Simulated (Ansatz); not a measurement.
Loss of C2H2: C3H2O2 → CO2 + C2H2

Species: C3H2O2 `C#COC=O`, singlet; CO2 (carbon dioxide) `O=C=O`, singlet; C2H2 `C#C`, singlet. 

Shapes, held fixed at every level: PBE0-D4/def2-TZVP. Flexible molecules stand in one conformer, not always the lowest. Programs: Ansatz 0.2.0. Electronic energies: no zero-point or thermal term.

```json
{"level": "SPW92/def2-TZVPP", "kind": "LDA", "ΔE (kJ/mol)": "-69.6", "less CCSD(T)/CBS estimate": "+62.6", "CPU time (sum over the molecules)": "7.3 s"}
{"level": "r2SCAN-D4/def2-TZVPP", "kind": "meta-GGA", "ΔE (kJ/mol)": "-125.6", "less CCSD(T)/CBS estimate": "+6.6", "CPU time (sum over the molecules)": "17 s"}
{"level": "B3LYP-D4/def2-TZVPP", "kind": "global hybrid", "ΔE (kJ/mol)": "-127.7", "less CCSD(T)/CBS estimate": "+4.5", "CPU time (sum over the molecules)": "16 s"}
{"level": "PBE0-D4/def2-TZVPP", "kind": "global hybrid", "ΔE (kJ/mol)": "-113.2", "less CCSD(T)/CBS estimate": "+19.0", "CPU time (sum over the molecules)": "9.8 s"}
{"level": "B2PLYP/def2-TZVPP", "kind": "double hybrid", "ΔE (kJ/mol)": "-140.9", "less CCSD(T)/CBS estimate": "-8.7", "CPU time (sum over the molecules)": "21 s"}
{"level": "MP2/def2-SVP", "kind": "perturbation theory", "ΔE (kJ/mol)": "-146.6", "less CCSD(T)/CBS estimate": "-14.4", "CPU time (sum over the molecules)": "–"}
{"level": "CCSD/def2-SVP", "kind": "coupled cluster or CI", "ΔE (kJ/mol)": "-133.5", "less CCSD(T)/CBS estimate": "-1.3", "CPU time (sum over the molecules)": "–"}
{"level": "CCSD(T)/CBS estimate", "kind": "coupled cluster or CI", "ΔE (kJ/mol)": "-132.2", "less CCSD(T)/CBS estimate": "0.0", "CPU time (sum over the molecules)": "84 s"}
```

The highest level, CCSD(T)/CBS estimate, gives ΔE = -132.2 kJ/mol; the levels span -146.6 to -69.6. The column of differences is taken from that level and isn't an error. No measured value is set beside it here. The CBS estimate extrapolates MP2 from def2-TZVPP and def2-QZVPP and adds CCSD(T) − MP2 in the triple-zeta set, cores frozen. Times are processor times on shared x86 and Arm servers, and rough.
